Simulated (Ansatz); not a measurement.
Q: Name a neutral molecule of C, O and H with size of the dipole moment (ωB97M-V/def2-TZVPP) between 0.85 and 1.15 D and HOMO energy (PBE/def2-TZVPP) between -5.85 and -5.55 eV (Ansatz, PBE0-D4/def2-TZVP geometry).

A: `CCOC` (1.13 D, -5.78 eV). Other molecules can fit too; these were computed, each in one conformer that needn't be the lowest.
